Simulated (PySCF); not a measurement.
H2Si, neutral, multiplicity 1. Atoms are numbered in the order given.

```xyz
3

Si     0.0000     0.0000     0.1354
H      0.0000    -1.0928    -0.9477
H      0.0000     1.0928    -0.9477
```
Charge 0, spin multiplicity 1.

Geometry: PBE-D3(BJ)/def2-TZVPD. The isomer is the one that the SMILES or the coordinates give; other isomers of the formula were not compared.

Calculation: PBE0/def2-TZVPD run with PySCF.

Mulliken values depend strongly on the basis, most of all with diffuse functions as here. Atomic charges (e):

```json
[
 {"atom": "Si1", "meta-Löwdin": "0.17", "Mulliken": "0.00"},
 {"atom": "H2", "meta-Löwdin": "-0.09", "Mulliken": "0.00"},
 {"atom": "H3", "meta-Löwdin": "-0.09", "Mulliken": "0.00"}
]
```
